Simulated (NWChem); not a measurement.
Species: isobutene (C₄H₈); SMILES CC(=C)C

Program: NWChem. All runs use the structure optimised with PBE0/def2-SVP. Level PBE/def2-SVPD: single points from the atomic guess with DIIS by default; each run changes one setting, and all converged runs end within 0.3 mHa of each other. cgmin counts macro-iterations, each dearer than a DIIS step.

### Question
Which setting needs the most SCF iterations, or fails (core-Hamiltonian guess; DIIS on 20 Fock matrices; quadratically convergent solver (cgmin); no DIIS, 40 % damping; defaults)?

### Answer
no DIIS, 40 % damping, which doesn't converge.
| setting | SCF iterations |
|---|---|
| defaults | 8 |
| core-Hamiltonian guess | 12 |
| quadratically convergent solver (cgmin) | 5 |
| DIIS on 20 Fock matrices | 7 |
| no DIIS, 40 % damping | not converged in 200 |
